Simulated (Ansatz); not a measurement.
Born–Oppenheimer molecular dynamics of AlH3O (5 atoms, charge 0, multiplicity 1). It starts at the highest image of a converged band. Of that band: Beside the main top the profile has a ripple of under 15 meV (maxima at images 1, 4), which may be a very shallow well or noise. Neighbouring images differ by up to 1.7 eV, so the band resolves the path poorly. A vibrational analysis at the climbing image gives one clearly imaginary mode, 1484i cm⁻¹: a first-order saddle point.

All numbers below come from Ansatz 0.2.0, RKS PBE0/def2-SVP.

```json
{"ensemble": "NVE (velocity Verlet)", "time step": "0.5 fs", "steps asked": "200", "starting velocities drawn for": "300 K", "seed": "2168"}
```

First frame:

```xyz
5
Properties=species:S:1:pos:R:3
Al 0.199 0.095 -0.441
O 0.833 0.116 1.305
H 0.704 -0.344 2.153
H 1.706 -0.150 0.357
H -1.415 0.003 -0.556
```

(1) How far do the bonds stretch over the last three quarters of this one trajectory? (Pairs bonded in most of those frames.)

Answers

(1) 
| bond | mean (Å) | spread (Å) | shortest | longest |
| --- | --- | --- | --- | --- |
| Al1–O2 | 1.743 | 0.069 | 1.62 | 1.83 |
| Al1–H4 | 1.719 | 0.235 | 1.36 | 2.11 |
| Al1–H5 | 1.702 | 0.166 | 1.44 | 2.04 |
| O2–H3 | 0.975 | 0.009 | 0.96 | 0.99 |

Pairs bonded in part of these frames only: Al1–H4 68 %, Al1–H5 85 %.

Mean temperature of the second half: 4540 K. The conserved energy stayed within 1.3 meV per atom of its start (net change -0.3 meV per atom), so the integration is sound. The kinetic energy rose, since the run started high on the potential surface and went downhill. A run of 0.1 ps of so small a system gives no equilibrium averages. The orbitals stay closed-shell, which can raise the energy where a bond breaks towards radicals; this wasn't checked here.

Run time: 2.7 min on 1 thread of Arm Neoverse V1 (shared host), peak memory 0.086 GiB.
